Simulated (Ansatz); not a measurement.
# CH4SSi: the cost of one run

All numbers are computed with the Python package of Ansatz 0.2.0. Level of theory: PBE0/def2-SVP.

## Step 1: The structure

Bond lengths: C1–Si2 1.785 Å, Si2–S3 2.133 Å, C1–H4 1.049 Å, C1–H5 1.116 Å, C1–H6 1.158 Å, S3–H7 1.388 Å. Angles: C1–Si2–S3 107.2°, Si2–C1–H4 114.0°, Si2–C1–H5 115.0°, Si2–C1–H6 112.1°, H4–C1–H5 104.5°, H4–C1–H6 107.2°, H5–C1–H6 103.0°, Si2–S3–H7 98.0°.

The script holds or builds the structure itself.

## Step 2: The script

relaxed_scan.py

```python
# -*- coding: utf-8 -*-
import ansatz
import numpy as np

BASIS = 'def2-SVP'
XC = 'pbe0'

geometry_ang = [
    ('C', (-0.8601, 0.607, -0.2413)),
    ('Si', (0.302, -0.0554, 0.9407)),
    ('S', (1.6235, -1.3422, -0.1299)),
    ('H', (-1.4161, -0.1241, -0.7473)),
    ('H', (-0.4079, 1.2264, -1.0524)),
    ('H', (-1.6156, 1.3333, 0.2508)),
    ('H', (2.4354, -1.713, 0.9336)),
]
ch4ssi = ansatz.Crystal.molecule()
for symbol, xyz in geometry_ang:
    ch4ssi = ch4ssi.atom(symbol, xyz)

job = ch4ssi.calculation().basis(gaussian=BASIS).functional(XC)
symbols = [site.symbol for site in ch4ssi.cartesian_sites]
pairs = [(0, 1), (0, 3), (0, 4), (0, 5), (1, 2), (2, 6)]
print('held (A)   E (eV)        ', '  '.join(f'{symbols[i]}{i}-{symbols[j]}{j}' for i, j in pairs))
for length in [1.64, 1.79, 1.93, 2.14, 2.41]:
    summary = job.relax(constraints=[ansatz.DistanceConstraint((0, 1), at=length)], force_tolerance=0.02, max_steps=60).run(threads=1).report
    xyz = np.array(summary['positions_ang'])
    print(f'{length:6.2f} {summary["free_energy_ev"]:14.5f}  ', '  '.join(f'{np.linalg.norm(xyz[i] - xyz[j]):.3f}' for i, j in pairs))
```

## Step 3: The input behind the calls

The engine receives this input (first run):

```yaml
crystal:
  periodic: [false, false, false]
  atoms:
    - { symbol: C, position_ang: [-0.8601, 0.607, -0.2413] }
    - { symbol: Si, position_ang: [0.302, -0.0554, 0.9407] }
    - { symbol: S, position_ang: [1.6235, -1.3422, -0.1299] }
    - { symbol: H, position_ang: [-1.4161, -0.1241, -0.7473] }
    - { symbol: H, position_ang: [-0.4079, 1.2264, -1.0524] }
    - { symbol: H, position_ang: [-1.6156, 1.3333, 0.2508] }
    - { symbol: H, position_ang: [2.4354, -1.713, 0.9336] }
basis:
  gaussian:
    orbitals: def2-SVP
hamiltonian:
  xc: pbe0
relax:
  f_tol: 0.02
  max_steps: 60
  constraints:
    - { distance: [0, 1], at: 1.64 }
```

## Step 4: Launch

The run is started by

```
$ python relaxed_scan.py
```

Q: Estimate wall time and peak memory on 1 thread of Arm Neoverse V2, shared host.

About 66 s, with a peak of 0.21 GiB.
